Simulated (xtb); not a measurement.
Species: AlF3, SMILES `[F][Al]([F])[F]` (charge 0, multiplicity 1).

Give a relaxed geometry from GFN2-xTB run with xtb.

the end point of this relaxation (outside a Z-matrix the atoms follow the SMILES, hydrogens last).
Z-matrix (Å, degrees):
```
Al
F 1 1.6312
F 1 1.6312 2 120.00
F 1 1.6312 2 119.99 3 179.98
```
